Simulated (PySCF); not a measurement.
Cyclobutanemethanol, C5H10O.
Structure used (PBE0-D3(BJ)/def2-SVP), in Å, numbered top down from 1:
```
atom  x, y, z in Å
O1     2.487    0.891   -0.254
C2     1.687   -0.253   -0.119
C3     0.322    0.050    0.456
C4    -0.675    0.864   -0.401
C5    -1.802   -0.045    0.125
C6    -0.730   -1.074    0.529
H7     2.015    1.511   -0.820
H8     2.232   -0.942    0.547
H9     1.560   -0.783   -1.088
H10    0.449    0.530    1.441
H11   -0.497    0.701   -1.478
H12   -0.757    1.947   -0.219
H13   -2.582   -0.362   -0.583
H14   -2.293    0.394    1.007
H15   -0.851   -1.610    1.483
H16   -0.565   -1.818   -0.268
```

Level of theory: TDDFT CAM-B3LYP/def2-SVPD, vertical, gas phase, core orbitals frozen in the response in PySCF.

Computed states:

| state | E (eV) | f |
| --- | --- | --- |
| S1 | 7.04 | 0.0064 |
| S2 | 8.13 | 0.011 |
| S3 | 8.21 | 0.0014 |
| S4 | 8.33 | 0.050 |
| S5 | 8.44 | 0.015 |
| S6 | 8.58 | 0.046 |
| S7 | 8.68 | 0.0061 |
| S8 | 8.83 | 0.0089 |
| S9 | 8.85 | 0.022 |
| S10 | 8.88 | 0.016 |

Each state is given a Gaussian of 0.25 eV full width at half maximum, with ε(max) = 2.175×10⁸ f / Δν̃ (Δν̃ the width in cm⁻¹). The cross-section is σ = 3.8235×10⁻²¹ ε cm², given in Mb (10⁻¹⁸ cm²). The width is an assumption, not a result. The curve ends short of the highest state used, and states not computed would add to its high-energy end.

(1) What does the envelope look like, and where are its maxima?

(2) Coming from long wavelengths, where does ε first pass 100 L mol⁻¹ cm⁻¹?

Results:

(1) 
(E (eV), σ (Mb)): (6.66, 0.00), (6.71, 0.02), (6.76, 0.08), (6.80, 0.21), (6.85, 0.55), (6.89, 0.99), (6.94, 1.72), (6.99, 2.39), (7.03, 2.65), (7.08, 2.46), (7.13, 1.84), (7.17, 1.24), (7.22, 0.62), (7.26, 0.30), (7.31, 0.10), (7.36, 0.03), (7.40, 0.01), (7.45, 0.00), (7.50, 0.00), (7.54, 0.00), (7.59, 0.00), (7.63, 0.00), (7.68, 0.00), (7.73, 0.00), (7.77, 0.01), (7.82, 0.06), (7.86, 0.18), (7.91, 0.54), (7.96, 1.31), (8.00, 2.33), (8.05, 4.12), (8.10, 6.49), (8.14, 8.95), (8.19, 13.07), (8.23, 17.22), (8.28, 22.56)

Maxima: 176 nm (7.04 eV), ε about 690, made up of S1 (100%) (ε in L mol⁻¹ cm⁻¹; maxima over ε = 5, shares over 10%). At its high-energy end, 8.28 eV, the curve is still rising (ε about 5900, from S4).

(2) At about 182 nm (6.83 eV), 0.21 eV below S1.

All these states lie below the vertical ionisation energy of 10.20 eV (ΔSCF).

The run took 2.7 min of wall time on an Arm Neoverse V2 with one thread, no GPU (shared host).

One conformer stands for the species.
